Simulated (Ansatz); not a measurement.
C3H5NO can be A, `CC1=NCO1`, or B, `CCOC#N`.

Calculated with Ansatz (gas phase, PBE0-D4/def2-TZVP geometries, no zero-point term in ΔE). CCSD(T)/CBS is the MP2 limit (def2-TZVPP, def2-QZVPP) plus CCSD(T) − MP2 in def2-TZVPP, frozen cores. Functionals use def2-TZVPP. B3LYP here is the variant with VWN-RPA as its local correlation; programs differ in this. One conformer a species, not always the lowest.

Task: Which isomer does CCSD(T)/CBS put lower? Give the gap. (Best estimate.)

Result: The calculation gave: B, by 18.5 kJ/mol.

Task: Give E(B) − E(A) in kJ/mol with B3LYP, CCSD(T)/def2-SVP, LDA (SPW92), CCSD(T)/def2-TZVPP, BLYP-D4, B3LYP-D4, ωB97M-V. (Estimate.)

Result: Ansatz gave: B3LYP -26.4, CCSD(T)/def2-SVP -29.2, LDA (SPW92) 20.9, CCSD(T)/def2-TZVPP -22.4, BLYP-D4 -30.4, B3LYP-D4 -25.7, ωB97M-V -12.7. The order is the other way round with LDA (SPW92).

Task: Does the order hold for the free energy at 298.15 K (harmonic terms from PBE0-D4)? (Best estimate.)

Result: Computed: Yes: G(B) − G(A) = -23.3 kJ/mol, for one conformer each.

Largest T1 diagnostic: 0.014.

In def2-TZVPP, CCSD(T) changes the Hartree–Fock value by +21.3 kJ/mol (the triples alone add +2.8 kJ/mol) and MP2 by +19.1 kJ/mol. At CCSD(T), def2-SVP lies −10.7 kJ/mol from the extrapolated value and def2-TZVPP −3.9 kJ/mol.
